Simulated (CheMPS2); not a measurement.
**DMRG/6-31G run of NaF (SMILES [F][Na])**

Aim: the vertical ionisation energy of NaF at DMRG/6-31G, from 2 runs. 

Program for the calculation: CheMPS2 1.8.12.

1 further run of the same task is left out (set aside as unsound or not needed).

## (1) The molecule

The species is NaF (2 atoms), meant as a singlet with charge 0. As SMILES, `[F][Na]`. The shape is that of a PBE0-D4/def2-TZVP optimisation.

Bond lengths: F1–Na2 1.922 Å.

## (2) A single-point energy at DMRG/6-31G

prepare.py reads:

```python
import numpy as np
from pyscf import ao2mo, cc, dft, gto, lo, mcscf, mp, scf
from pyscf.tools import fcidump

geom = [
    ("F", (-0.804100, 0.240100, -0.422400)),
    ("Na", (0.833600, -0.300300, 0.426500)),
]
mol = gto.M(
    atom=geom,
    basis="6-31g",
    verbose=4,
)
print("nao                            = %d" % (mol.nao))
mf = scf.RHF(mol)
mf.conv_tol = 1e-10
mf.max_cycle = 200
mf.kernel()
if not mf.converged:
    mf = mf.newton().run(mf.mo_coeff, mf.mo_occ)
print("E(SCF)                         = %.10f" % (mf.e_tot))
# MP2, CCSD and CCSD(T) with the same frozen core
ref = mf
pt = mp.MP2(ref, frozen=2).run()
mycc = cc.CCSD(ref, frozen=2)
mycc.max_cycle = 150
mycc.kernel()
print(f"MP2 total energy               = {pt.e_tot:.10f}")
if mycc.converged:
    print(f"CCSD total energy              = {mycc.e_tot:.10f}")
    print("E(CCSD(T))                     = %.10f" % (mycc.e_tot + mycc.ccsd_t()))
    print(f"T1 diagnostic                  = {mycc.get_t1_diagnostic():.4f}")
# a few density functionals on the same geometry and basis
ks = dft.RKS(mol, xc="wb97x").set(conv_tol=1e-9, verbose=3).run()
if ks.converged:
    print(f"E(wB97X)                       = {ks.e_tot:.8f}")
ks = dft.RKS(mol, xc="bhandhlyp").set(conv_tol=1e-9, verbose=3).run()
if ks.converged:
    print("E(BHLYP)                       = %.8f" % (ks.e_tot))
ks = dft.RKS(mol, xc="m06l").set(conv_tol=1e-9, verbose=3).run()
if ks.converged:
    print(f"E(M06-L)                       = {ks.e_tot:.8f}")
ks = dft.RKS(mol, xc="blyp").set(conv_tol=1e-9, verbose=3).run()
if ks.converged:
    print("E(BLYP)                        = %.8f" % (ks.e_tot))
# localise doubly occupied and virtual orbitals apart
mo = mf.mo_coeff.copy()
for a, b in ((2, 10), (10, 22)):
    if b - a > 1:
        mo[:, a:b] = lo.Boys(mol, mo[:, a:b]).kernel()
mf.mo_coeff = mo
# FCIDUMP for the DMRG program
cas = mcscf.CASCI(mf, 20, 16)
h1, ecore = cas.get_h1eff()
fcidump.from_integrals("FCIDUMP", h1, cas.get_h2eff(), 20, 16, nuc=ecore, ms=0)
```

chemps2.input reads:

```
FCIDUMP = FCIDUMP
GROUP = 0
MULTIPLICITY = 1
NELECTRONS = 16
IRREP = 0
EXCITATION = 0
SWEEP_STATES = 37, 75, 150, 150
SWEEP_ENERGY_CONV = 1e-04, 1e-04, 1e-04, 1e-06
SWEEP_MAX_SWEEPS = 3, 2, 4, 6
SWEEP_NOISE_PREFAC = 0.05, 0.05, 0.005, 0.0
SWEEP_DVDSON_RTOL = 3e-04, 3e-04, 3e-04, 3e-05
NOCC = 0
NACT = 20
NVIR = 0
MOLCAS_FIEDLER = TRUE
PRINT_CORR = TRUE
TMP_FOLDER = .
```

Command:

```console
python prepare.py && chemps2 --file=chemps2.input
```

Standard output:

```text
$ python prepare.py

[INPUT] verbose = 4
[INPUT] num. atoms = 2
[INPUT] num. electrons = 20
[INPUT] charge = 0
[INPUT] spin (= nelec alpha-beta = 2S) = 0
[INPUT] symmetry False subgroup None
[INPUT] Mole.unit = angstrom
[INPUT] Symbol           X                Y                Z      unit          X                Y                Z       unit  Magmom
[INPUT]  1 F     -0.804100000000   0.240100000000  -0.422400000000 AA   -1.519528776763   0.453723242508  -0.798220315016 Bohr   0.0
[INPUT]  2 Na     0.833600000000  -0.300300000000   0.426500000000 AA    1.575275697437  -0.567484755207   0.805968192127 Bohr   0.0

nuclear repulsion = 27.2549436184577
number of shells = 12
number of NR pGTOs = 68
number of NR cGTOs = 22
basis = 6-31g
ecp = {}
CPU time:         0.98
nao                            = 22

******** <class 'pyscf.scf.hf.RHF'> ********
method = RHF
initial guess = minao
damping factor = 0
level_shift factor = 0
DIIS = <class 'pyscf.scf.diis.CDIIS'>
diis_start_cycle = 1
diis_space = 8
diis_damp = 0
SCF conv_tol = 1e-10
SCF conv_tol_grad = None
SCF max_cycles = 200
direct_scf = True
direct_scf_tol = 1e-13
chkfile to save SCF result = tmp1kzakbm3
max_memory 1800 MB (current use 109 MB)
Set gradient conv threshold to 1e-05
Initial guess from minao.
[... 21 lines left out ...]
converged SCF energy = -261.287913706563
[... 41 lines left out ...]
CCSD total energy              = -261.4221192564
[... 45 lines left out ...]
converged SCF energy = -262.123935628932
[... 186 lines left out ...]
***     Maximum discarded weight = 3.67635494351244e-05
[... 14 lines left out ...]
***     Maximum discarded weight = 4.10717335174452e-05
[... 14 lines left out ...]
***     Maximum discarded weight = 4.51913550261145e-05
[... 20 lines left out ...]
***     Minimum energy           = -261.42266946156
[... 14 lines left out ...]
***     Minimum energy           = -261.423171933139
[... 15 lines left out ...]
***     Maximum discarded weight = 6.2643431340451e-07
[... 14 lines left out ...]
***     Maximum discarded weight = 2.66164121569324e-06
[... 20 lines left out ...]
***     Minimum energy           = -261.423864832685
[... 15 lines left out ...]
***     Maximum discarded weight during the last sweep     = 2.95943003015753e-06
[... 118 lines left out ...]
[... 16 lines of this table left out ...]
    0.000006    0.000018    0.000018    0.000018    0.000009    0.000210    0.000210    0.000212

   Columns 17 to 20

    0.000009    0.000009    0.000009    0.000012
    0.000008    0.000003    0.000006    0.000007
    0.000005    0.000008    0.000003    0.000006
[... 16 lines of this table left out ...]
    0.002013    0.002013    0.002012   -0.000034

--------------------------------------------------------
Two-orbital mutual information = 0.5 * ( s1(i) + s1(j) - s2(i,j) ) * ( 1 - delta(i,j) )
Hamiltonian index order is used!

   Columns 1 to 8

    0           0.000153    0.000160    0.000155    0.000046    0.000014    0.000014    0.000010
    0.000153    0           0.000139    0.000141    0.000018    0.000006    0.000006    0.000006
    0.000160    0.000139    0           0.000141    0.000016    0.000007    0.000014    0.000005
[... 16 lines of this table left out ...]
    0.000017    0.000009    0.000008    0.000008    0.005978    0.006712    0.006696    0.006702

   Columns 9 to 16

    0.000005    0.000003    0.000003    0.000003    0.000775    0.000085    0.000085    0.000085
    0.000001    0.000003    0.000008    0.000003    0.000124    0.000071    0.000116    0.000390
    0.000001    0.000008    0.000003    0.000003    0.000124    0.000390    0.000071    0.000116
[... 16 lines of this table left out ...]
    0.000021    0.000026    0.000026    0.000026    0.000028    0.000366    0.000392    0.000378

   Columns 17 to 20

    0.000011    0.000010    0.000011    0.000017
    0.000010    0.000003    0.000006    0.000009
    0.000005    0.000009    0.000003    0.000008
[... 16 lines of this table left out ...]
    0.004271    0.004267    0.004279    0

--------------------------------------------------------
```

It took 2.2 min on 1 thread of Intel Xeon Platinum 8488C (Sapphire Rapids), shared host; peak memory 0.16 GiB.

## (3) The doublet cation: a single-point energy at DMRG/6-31G

prepare.py reads:

```python
from pyscf import ao2mo, cc, dft, gto, mcscf, mp, scf
from pyscf.tools import fcidump

geom = """
F     -1.51952878     0.45372324    -0.79822032
Na     1.57527570    -0.56748476     0.80596819
"""
mol = gto.M(
    atom=geom,
    basis="6-31g",
    unit="bohr",
    charge=1,
    spin=1,
    verbose=3,
)
print("nao: %d" % (mol.nao))
mf = scf.ROHF(mol)
mf.conv_tol = 1e-10
mf.max_cycle = 200
mf.kernel()
if not mf.converged:
    mf = mf.newton().run(mf.mo_coeff, mf.mo_occ)
print(f"E(SCF): {mf.e_tot:.10f}")
ref = scf.UHF(mol).run(mf.make_rdm1(), conv_tol=1e-10)
pt = mp.MP2(ref, frozen=2).run()
mycc = cc.CCSD(ref, frozen=2)
mycc.max_cycle = 150
mycc.kernel()
print("MP2 total energy: %.10f" % (pt.e_tot))
if mycc.converged:
    print("CCSD total energy: %.10f" % (mycc.e_tot))
    print("CCSD(T) total energy: %.10f" % (mycc.e_tot + mycc.ccsd_t()))
ks = dft.UKS(mol, xc="wb97x").set(conv_tol=1e-9, verbose=3).run(mf.make_rdm1())
if ks.converged:
    print("E(wB97X): %.8f" % (ks.e_tot))
ks = dft.UKS(mol, xc="bhandhlyp").set(conv_tol=1e-9, verbose=3).run(mf.make_rdm1())
if ks.converged:
    print("E(BHLYP): %.8f" % (ks.e_tot))
ks = dft.UKS(mol, xc="m06l").set(conv_tol=1e-9, verbose=3).run(mf.make_rdm1())
if ks.converged:
    print(f"E(M06-L): {ks.e_tot:.8f}")
ks = dft.UKS(mol, xc="blyp").set(conv_tol=1e-9, verbose=3).run(mf.make_rdm1())
if ks.converged:
    print(f"E(BLYP): {ks.e_tot:.8f}")
occ_no, mo = mcscf.addons.make_natural_orbitals(mp.MP2(mf.to_uhf(), frozen=2).run())
mf.mo_coeff = mo
cas = mcscf.CASCI(mf, 20, 15)
h1, ecore = cas.get_h1eff()
fcidump.from_integrals("FCIDUMP", h1, cas.get_h2eff(), 20, 15, nuc=ecore, ms=1)
```

chemps2.input reads:

```
FCIDUMP = FCIDUMP
GROUP = 0
MULTIPLICITY = 2
NELECTRONS = 15
IRREP = 0
EXCITATION = 0
SWEEP_STATES = 50, 100, 200, 200
SWEEP_ENERGY_CONV = 1e-04, 1e-04, 1e-04, 1e-06
SWEEP_MAX_SWEEPS = 2, 3, 4, 6
SWEEP_NOISE_PREFAC = 0.05, 0.05, 0.005, 0.0
SWEEP_DVDSON_RTOL = 3e-04, 3e-04, 3e-04, 3e-05
NOCC = 0
NACT = 20
NVIR = 0
MOLCAS_FIEDLER = FALSE
PRINT_CORR = TRUE
TMP_FOLDER = .
```

Command:

```console
python prepare.py && chemps2 --file=chemps2.input
```

Standard output:

```text
$ python prepare.py
nao: 22
converged SCF energy = -261.010175570289
E(SCF): -261.0101755703
converged SCF energy = -261.010871955876  <S^2> = 0.75116015  2S+1 = 2.0011598
E(UMP2) = -261.091894883279  E_corr = -0.0810229274021778
E(SCS-UMP2) = -261.089818503956  E_corr = -0.0789465480794405
E(UCCSD) = -261.0978312957344  E_corr = -0.08695933985803501
MP2 total energy: -261.0918948833
CCSD total energy: -261.0978312957
UCCSD(T) correction = -0.000560693120475671
CCSD(T) total energy: -261.0983919889
converged SCF energy = -261.754905268108  <S^2> = 0.75080125  2S+1 = 2.0008011
E(wB97X): -261.75490527
converged SCF energy = -261.751734230442  <S^2> = 0.75071505  2S+1 = 2.0007149
E(BHLYP): -261.75173423
converged SCF energy = -261.773957660967  <S^2> = 0.75137908  2S+1 = 2.0013786
E(M06-L): -261.77395766
converged SCF energy = -261.767455352823  <S^2> = 0.75052718  2S+1 = 2.0005271
E(BLYP): -261.76745535
E(UMP2) = -261.091326100521  E_corr = -0.0811505302319536
E(SCS-UMP2) = -261.089199657929  E_corr = -0.0790240876397148

$ chemps2 --file=chemps2.input

Running chemps2 version 1.8.12 () with the following options:

[... 111 lines left out ...]
***     Maximum discarded weight = 1.06609384322333e-10
[... 14 lines left out ...]
***     Maximum discarded weight = 5.35658065823084e-05
[... 20 lines left out ...]
***     Minimum energy           = -261.098069198777
[... 14 lines left out ...]
***     Minimum energy           = -261.098256874628
[... 14 lines left out ...]
***     Minimum energy           = -261.098357130932
[... 15 lines left out ...]
***     Maximum discarded weight = 1.28756690338921e-07
[... 20 lines left out ...]
***     Minimum energy           = -261.098451106126
[... 14 lines left out ...]
***     Minimum energy           = -261.098456476228
[... 14 lines left out ...]
***     Minimum energy           = -261.098459440922
[... 14 lines left out ...]
***     Minimum energy           = -261.098460629624
[... 15 lines left out ...]
***     Maximum discarded weight during the last sweep     = 1.15405741407442e-06
[... 118 lines left out ...]
[... 16 lines of this table left out ...]
    0.000000    0.000000    0.000000    0.000000    0.000000    0.000000    0.000000    0.000000

   Columns 17 to 20

    0.000000    0.000000    0.000000    0.000000
    0.000000    0.000000    0.000000    0.000000
    0.000000    0.000000    0.000000    0.000000
[... 16 lines of this table left out ...]
    0.000000    0.000000    0.000000   -0.000000

--------------------------------------------------------
Two-orbital mutual information = 0.5 * ( s1(i) + s1(j) - s2(i,j) ) * ( 1 - delta(i,j) )
Hamiltonian index order is used!

   Columns 1 to 8

    0           0.000067    0.000071    0.000073    0.000000    0.000000    0.000002    0.000000
    0.000067    0           0.000203    0.000207    0.000001    0.000000    0.000008    0.000001
    0.000071    0.000203    0           0.000226    0.000000    0.000001    0.000001    0.000000
[... 16 lines of this table left out ...]
    0.000000    0.000000    0.000000    0.000000    0.000001    0.000000    0.000001    0.000000

   Columns 9 to 16

    0.000031    0.000000    0.000006    0.000000    0.000069    0.000065    0.000088    0.000126
    0.000082    0.000001    0.000025    0.000001    0.000189    0.000178    0.000651    0.000037
    0.000016    0.000010    0.000004    0.000001    0.000207    0.000916    0.000160    0.000038
[... 16 lines of this table left out ...]
    0.000000    0.000000    0.000000    0.000000    0.000000    0.000000    0.000000    0.000000

   Columns 17 to 20

    0.000001    0.000000    0.000000    0.000000
    0.000000    0.000000    0.000000    0.000000
    0.000000    0.000000    0.000000    0.000000
[... 16 lines of this table left out ...]
    0.000001    0.000000    0.000000    0

--------------------------------------------------------
```

It took 2.8 min on 1 thread of Intel Xeon Platinum 8488C (Sapphire Rapids), shared host; peak memory 0.17 GiB.

## (4) What came out

Level: DMRG/6-31G, 2 core orbitals frozen.

| quantity | value |
| --- | --- |
| run 1, DMRG/6-31G: total energy | -261.42387 Eh |
| run 1, DMRG/6-31G: T1 diagnostic of the CCSD step | 0.018 |
| doublet cation: total energy | -261.09846 Eh |
| vertical ionisation energy (to the doublet cation) | 8.855 eV |

The vertical ionisation energy comes to 8.85 eV (204 kcal/mol).
